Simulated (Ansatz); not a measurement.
Elastic constant C44 of some elemental metals

Method: r²SCAN in Ansatz (plane waves, PAW). References are measured values corrected to a static lattice or taken at low temperature (these still hold zero-point motion). The table is a random draw of 8 from 16 solids with such references.

Values in GPa.

```json
[
 {"solid": "fcc Cu", "reference": "81.8", "r²SCAN": "93.7", "error (%)": "+14.5"},
 {"solid": "fcc Pd", "reference": "71.2", "r²SCAN": "60.1", "error (%)": "-15.6"},
 {"solid": "hcp Mg", "reference": "18.4", "r²SCAN": "22.2", "error (%)": "+21"},
 {"solid": "bcc Mo", "reference": "112", "r²SCAN": "104", "error (%)": "-7.1"},
 {"solid": "hcp Ti", "reference": "51", "r²SCAN": "51.7", "error (%)": "+1.4"},
 {"solid": "fcc Ag", "reference": "51.1", "r²SCAN": "45.7", "error (%)": "-10.6"},
 {"solid": "hcp Zr", "reference": "36.3", "r²SCAN": "34.4", "error (%)": "-5.2"},
 {"solid": "fcc Au", "reference": "45.4", "r²SCAN": "31.7", "error (%)": "-30"}
]
```

Over these 8 solids the mean error is -4.0 %, the mean absolute error 13.2 % (median 12.6 %), and the worst case fcc Au at -30 %; the value is too low in 5 of 8 cases. Over all 16 the mean error is -3.9 % and the mean absolute error 13.1 % (median 12.0 %).

All these references are low-temperature values that still hold zero-point motion.

Spin–orbit coupling is left out, also for the solids with elements from indium on (fcc Au); its size isn't shown.

Differences are worked out from the printed values.

Each level is taken at its own relaxed cell. Caveats: shear constants of such metals converge slowly with the k mesh (bcc Mo). Ansatz's density-functional and Hartree–Fock values are scalar-relativistic unless marked +SOC, with PAW data made under PBE.

Ansatz's runs of these crystals have no spin polarisation. A magnetic state wasn't tried for fcc Pd, hcp Ti with meta-GGA or hybrid levels, which favour moments.

Not in this set, of the elemental metals with a reference value in our tables and a result at some level: 16 for a reference at room or unstated temperature (fcc Ca, hcp Cd, hcp Co, bcc Cs, body-centred tetragonal In and 11 more); 3 for a run that failed a test (r²SCAN) (antiferromagnetic bcc Cr, bcc Fe, fcc Ni); 2 for a doubt noted on the run at r²SCAN (bcc Nb, bcc V); 1 for sources at odds (bcc Li). These can be a level's worst cases. Values held back for tests aren't counted. Layered and molecular crystals are counted apart. The metals Ce to Yb are counted apart.

References as tabulated in Malica and Corso (2021), arXiv:2109.00459; Ibrahim et al. (2023), arXiv:2305.03577; Gong and Corso (2024), arXiv:2406.16634; Ferrari et al. (2019), arXiv:1905.01197 and others.

Ansatz is a first-principles code.
